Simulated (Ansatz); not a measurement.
A nudged elastic band was laid between two geometries of BFH2 + ClH (6 atoms, charge 0, multiplicity 1).

Theory: RKS B3LYP-D4/def2-SVP in Ansatz 0.2.0.

```
movable images  : 5
climbing image  : yes
spring          : 5.0 eV/Å²
optimiser       : quadratic models (default)
start path      : through a guess of the saddle point
force threshold : 0.05 eV/Å
iteration limit : 60
end points      : relaxed
```

First end point:

```xyz
6
Properties=species:S:1:pos:R:3
B -0.007 0.299 -0.051
F -0.010 0.590 1.245
H 1.060 0.249 -0.610
H -1.073 0.179 -0.599
Cl 0.093 -2.590 0.887
H 0.075 -1.842 1.940
```

Last end point:

```xyz
6
Properties=species:S:1:pos:R:3
B 0.016 -0.423 -0.226
F 0.009 0.123 1.809
H 1.057 0.107 -0.491
H -1.060 0.038 -0.480
Cl 0.076 -2.184 0.126
H 0.040 -0.775 2.073
```

Task: Which bonds break or form, and what moves?

Result: Bonds broken: B1–F2, Cl5–H6. Bonds formed: B1–Cl5, F2–H6. BFH2 + ClH becomes BClH2 + FH.

Task: Give the energies along the band, and the barrier.

Result: The run converged. The highest image is number 4 of 0 to 6, 0.92 eV above the first end and 0.32 eV above the last; the last end lies 0.60 eV above the first. A vibrational analysis at the climbing image gives one clearly imaginary mode, 886i cm⁻¹: a first-order saddle point. The orbitals stay closed-shell, which can raise the energy where a bond breaks towards radicals; this wasn't checked here.

```
image  path coordinate (Å)  energy (eV)  B1–F2 (Å)  Cl5–H6 (Å)  B1–Cl5 (Å)
    0                 0.00         0.00       1.33        1.29        3.04
    1                 0.34         0.02       1.34        1.29        2.86
    2                 0.68         0.15       1.35        1.30        2.58
    3                 1.03         0.53       1.41        1.35        2.27
    4                 1.37         0.92       1.55        1.55        2.04
    5                 1.78         0.67       1.79        1.98        1.87
    6                 2.19         0.60       2.11        2.40        1.80
```

Task: What is the geometry of the highest image?

Result: 
```xyz
6
Properties=species:S:1:pos:R:3
B 0.012 -0.188 0.029
F 0.007 0.130 1.543
H 1.060 0.111 -0.466
H -1.059 0.043 -0.455
Cl 0.076 -2.166 0.542
H 0.042 -1.045 1.619
```

Task: What are the harmonic wavenumbers there?

Result: 886i, 481, 542, 709, 777, 846, 931, 1168, 1237, 1602, 2615, 2746 cm⁻¹.

The run took 62 s on 1 thread of Arm Neoverse V2, on a shared host, peak memory 0.11 GiB.
